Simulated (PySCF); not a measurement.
# C5H2: the cost of one run

Programs: PySCF 2.14.0, with density-fitted response routines of our own. Each step states its level of theory. These are calculated values for one molecule in the gas phase, unless marked as measured. Atoms count from 0, in the outputs and in this text.

## 1. The molecule as given

7 atoms, charge 0, multiplicity 1; geometry from: GFN2-xTB.

Bonds of the start (Å): C0–C1 1.27, C1–C2 1.30, C2–C3 1.26, C3–C4 1.31, C4–H5 1.08, C4–H6 1.08.

## 2. Geometry optimisation at PBE0-D3(BJ)/def2-TZVP

What the job is given:

```
{"job": {"xc": "PBE0", "basis": "def2-TZVP", "d3": "d3bj", "grid": 2, "kind": "geom"}, "charge": 0, "multiplicity": 1}
C      2.664200     0.105930    -0.063000
C      1.394800     0.050710    -0.030560
C      0.093320    -0.000050     0.000660
C     -1.165160    -0.046060     0.026570
C     -2.476860    -0.091840     0.055010
H     -3.013610    -0.312440     0.966060
H     -3.067210     0.089830    -0.831200
```

Q: Estimate the wall time of this first job on 4 threads of Intel Xeon at 2.50GHz (Skylake/Cascade Lake), shared host.

About 29 s.
